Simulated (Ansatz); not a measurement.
A run of Ansatz (development build ahead of 0.2.0) on singlet C3 at this shape:

```xyz
3

C     0.0557    0.0555   -1.3517
C    -0.0169    0.0009    0.0986
C     0.0983   -0.0128    1.2769
```

Its results:

- Converged: yes
- Total energy: -113.21118 hartree

Forces (eV/Å):
| atom | Fx | Fy | Fz |
| --- | --- | --- | --- |
| C1 | -0.470 | -0.330 | 8.583 |
| C2 | -0.423 | 0.452 | -18.236 |
| C3 | 0.893 | -0.121 | 9.653 |

Which input gives this output? Name the method, the orbitals and the basis set, and write the input.

RHF in def2-SVP. An unrestricted run that stays on the closed shell gives the same numbers.

```yaml
crystal:
  periodic: [false, false, false]
  atoms:
    - { symbol: C, position_ang: [0.05573, 0.05554, -1.35172] }
    - { symbol: C, position_ang: [-0.01685, 0.00092, 0.09857] }
    - { symbol: C, position_ang: [0.0983, -0.01278, 1.27686] }
basis:
  gaussian: { orbitals: def2-SVP }
hamiltonian:
  xc: hf
output:
  forces: true
```

Caution: stretched shape with no unrestricted run beside it, a lower state can exist.
